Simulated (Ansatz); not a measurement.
Input file:

```yaml
crystal:
  periodic: [false, false, false]
  atoms:
    - {symbol: Al, position_ang: [0.000000, 0.000000, 0.056323]}
    - {symbol: N, position_ang: [0.000000, 0.000000, -1.863391]}
    - {symbol: H, position_ang: [0.000000, 0.000000, 1.807068]}
basis:
  gaussian: {orbitals: 6-31G, point_charges: [{charge: 1.00, position_ang: [4.247, -0.294, -0.855]}]}
magnetization: {spin_polarized: false, initial_magnetization: 1}
correlation: {method: ccsdt_q_b, electrons: all}
```

```sh
$ ansatz run in.yaml --threads 1 --pin off --events-out ev --progress --plain --max-ram 2393MiB
```

Output:

```
504 factors; integrals over basis functions are off by at most 6.5e-8 eV
mean field evaluation 1: about -8071.4097 eV, gradient 2.9e1 eV
mean field evaluation 2: about -8071.4355 eV, gradient 3.0e1 eV
mean field evaluation 4: about -8074.3910 eV, gradient 3.8e0 eV
mean field evaluation 8: about -8074.7910 eV, gradient 5.5e-1 eV
mean field evaluation 16: about -8074.7995 eV, gradient 6.5e-5 eV
mean field evaluation 32: about -8071.9104 eV, gradient 1.3e1 eV
mean field evaluation 64: about -8074.7994 eV, gradient 7.2e-2 eV
mean field evaluation 96: about -8074.7994 eV, gradient 6.0e-2 eV
mean field evaluation 128: about -8073.6253 eV, gradient 2.0e0 eV
mean field evaluation 160: about -8074.5850 eV, gradient 5.4e-1 eV
...
cycle  21  -5.06438875 eV  change   -1.4e-5 eV  update   3.4e-5
cycle  22  -5.06439500 eV  change   -6.3e-6 eV  update   2.5e-5
cycle  23  -5.06440278 eV  change   -7.8e-6 eV  update   1.9e-5
cycle  24  -5.06442999 eV  change   -2.7e-5 eV  update   1.5e-5
cycle  25  -5.06442980 eV  change    1.9e-7 eV  update   9.4e-6
cycle  26  -5.06444021 eV  change   -1.0e-5 eV  update   6.8e-6
cycle  27  -5.06444601 eV  change   -5.8e-6 eV  update   4.1e-6
cycle  28  -5.06444949 eV  change   -3.5e-6 eV  update   2.8e-6
cycle  29  -5.06445222 eV  change   -2.7e-6 eV  update   1.9e-6
cycle  30  -5.06445277 eV  change   -5.5e-7 eV  update   1.3e-6
perturbative correction -0.02898456 eV, -0.0010651628 hartree
Total energy: -8079.89292431 eV, -296.9305882204 hartree
```

Ran on 1 thread of Arm Neoverse V1, shared host: 27 s wall, 0.36 GiB peak host memory.
